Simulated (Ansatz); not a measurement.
```yaml
crystal:
  periodic: [false, false, false]
  atoms:
    - {symbol: Y, position_ang: [0.000000, 0.000000, 0.000000]}
    - {symbol: B, position_ang: [0.000000, 0.000000, 2.290000]}
basis:
  gaussian: {orbitals: def2-TZVP}
total_charge: 1
magnetization: {spin_polarized: true, initial_magnetization: 1}
hamiltonian: {xc: pbe0}
relax: {f_tol: 0.004, max_steps: 80}
```

```sh
$ ansatz run in.yaml --threads 1 --pin off --events-out ev --progress --plain --max-ram 2176MiB
```

Steps of the relaxation (energy above the last step; positions in Å, forces in eV/Å):

```
2
step 1, 33.4 meV
Y     0.000    0.000    0.000    0.000    0.000    0.698
B     0.000    0.000    2.290    0.000    0.000   -0.698
```

```
2
step 2, 4.7 meV
Y     0.000    0.000    0.059    0.000    0.000   -0.343
B     0.000    0.000    2.231    0.000    0.000    0.343
```

```
2
step 3, 0.3 meV
Y     0.000    0.000    0.042    0.000    0.000    0.079
B     0.000    0.000    2.248    0.000    0.000   -0.079
```

```
2
step 4, 0.0 meV
Y     0.000    0.000    0.045    0.000    0.000   -0.002
B     0.000    0.000    2.245    0.000    0.000    0.002
```

Close pairs at the end: Y1–B2 2.199 Å.

A stationary point of unrestricted PBE0 after 4 steps, with ⟨S²⟩ = 1.772 against 0.75 for a pure state. 87 s on 1 thread of Arm Neoverse V1, shared host.
